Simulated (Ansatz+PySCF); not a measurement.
**triplet LiNa: levels of theory in one basis**

```xyz
2

Na   -2.3600    0.0000    0.0000
Li    2.3600    0.0000    0.0000
```

Basis set: cc-pCVTZ (spherical functions). Correlated methods keep 1 orbital frozen. Correlation on ROHF uses semicanonical orbitals with singles. Charge 0, multiplicity 3.

Computed with Ansatz (development build ahead of 0.2.0) and PySCF 2.14.0; each method stands on the lowest determinant of its kind that the runs found.

```csv
method,E − E(ROHF) (eV),<S²> of the determinant
ROHF,0.00,2.00
UHF,0.00,2.00
ROHF-CCSD,-8.52,–
ROHF-CCSD(T),-8.61,–
```

(1) What does ROHF-MP2 give on the same scale?

Results:

(1) -8.26 eV.
